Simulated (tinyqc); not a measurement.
MP2 on RHF in the sto-3g basis, frozen core, for NH3, spin multiplicity 1, step by step. One step of it, computed by the program tinyqc.

Task: Orthogonalisation. S = U s U^T; symmetric (Loewdin) form X = U s^(-1/2) U^T, so that X^T S X = 1.

overlap S, order 1N 1s, 1N 2s, 1N 2px, 1N 2py, 1N 2pz, 2H 1s, 3H 1s, 4H 1s:
$$\begin{pmatrix}
1.000000 & 0.235038 & 0.000000 & 0.000000 & 0.000000 & 0.047335 & 0.047392 & 0.047392 \\
0.235038 & 1.000000 & 0.000000 & 0.000000 & 0.000000 & 0.441012 & 0.441311 & 0.441311 \\
0.000000 & 0.000000 & 1.000000 & 0.000000 & 0.000000 & 0.394252 & -0.197124 & -0.197124 \\
0.000000 & 0.000000 & 0.000000 & 1.000000 & 0.000000 & 0.000000 & 0.341632 & -0.341632 \\
0.000000 & 0.000000 & 0.000000 & 0.000000 & 1.000000 & -0.103283 & -0.103379 & -0.103379 \\
0.047335 & 0.441012 & 0.394252 & 0.000000 & -0.103283 & 1.000000 & 0.153170 & 0.153170 \\
0.047392 & 0.441311 & -0.197124 & 0.341632 & -0.103379 & 0.153170 & 1.000000 & 0.153181 \\
0.047392 & 0.441311 & -0.197124 & -0.341632 & -0.103379 & 0.153170 & 0.153181 & 1.000000
\end{pmatrix}$$

Give: eigenvalues of S; X.

Result:

eigenvalues of S: [0.3293, 0.4342, 0.4345, 0.9376, 1.0424, 1.4123, 1.4126, 1.9971]

X, order 1N 1s, 1N 2s, 1N 2px, 1N 2py, 1N 2pz, 2H 1s, 3H 1s, 4H 1s:
$$\begin{pmatrix}
1.0248 & -0.1499 & 0.0000 & 0.0000 & 0.0064 & 0.0217 & 0.0217 & 0.0217 \\
-0.1499 & 1.3121 & -0.0001 & 0.0000 & -0.0666 & -0.2730 & -0.2733 & -0.2733 \\
0.0000 & -0.0001 & 1.1263 & 0.0000 & 0.0000 & -0.2724 & 0.1362 & 0.1362 \\
0.0000 & 0.0000 & 0.0000 & 1.1265 & 0.0000 & 0.0000 & -0.2361 & 0.2361 \\
0.0064 & -0.0666 & 0.0000 & 0.0000 & 1.0153 & 0.0628 & 0.0629 & 0.0629 \\
0.0217 & -0.2730 & -0.2724 & 0.0000 & 0.0628 & 1.1914 & -0.0406 & -0.0406 \\
0.0217 & -0.2733 & 0.1362 & -0.2361 & 0.0629 & -0.0406 & 1.1917 & -0.0406 \\
0.0217 & -0.2733 & 0.1362 & 0.2361 & 0.0629 & -0.0406 & -0.0406 & 1.1917
\end{pmatrix}$$
